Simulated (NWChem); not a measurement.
BCl₃; SMILES ClB(Cl)Cl

```xyz
4

B      0.0000     0.0000     0.0000
Cl     0.5487     1.6534     0.0000
Cl     1.1575    -1.3019     0.0000
Cl    -1.7062    -0.3515     0.0000
```
Atoms are numbered in this order, from 1.

Computed with NWChem. Geometry: optimised at PBE0/def2-SVP.

Q: What does the run give for B3LYP/def2-TZVPD? Quantities: highest occupied level (eV); orbital gap (eV).

A: 
```
Quantity                     Result
---------------------------  ------
highest occupied level (eV)   -8.85
orbital gap (eV)               6.84
```
